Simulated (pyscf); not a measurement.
One four-centre exchange on the singlet surface with elements of a group swapped. ωB97M-D3(BJ)/def2-TZVP, kJ/mol, from the separated reactants. Single points on ωB97X-D3(BJ)/def2-SVP structures (PySCF, gas phase).

| step | barrier | reaction energy | imaginary mode (i cm⁻¹) |
|---|---|---|---|
| `[ZnH2]` + `[FH]` → `[F][ZnH]` + `[H][H]` | … | … | 980 |
| `[ZnH2]` + `[ClH]` → `[Cl][ZnH]` + `[H][H]` | 29.9 | -122.4 | 944 |

Problem. What belongs in the gaps?

Solution. 
- `[ZnH2]` + `[FH]` → `[F][ZnH]` + `[H][H]`, barrier: 33.2
- `[ZnH2]` + `[FH]` → `[F][ZnH]` + `[H][H]`, reaction energy: -67.5

Row 1: On the reactant side the descent ends in a complex, 18.4 kJ/mol under the separated species and 47.2 kJ/mol under the saddle at ωB97X-D3(BJ)/def2-TZVP. Row 2: On the reactant side the descent ends in a complex, 17.2 kJ/mol under the separated species and 38.0 kJ/mol under the saddle at ωB97X-D3(BJ)/def2-TZVP. Each row is the saddle that its search found. Elements up to Kr have no core potential and no relativistic terms here.
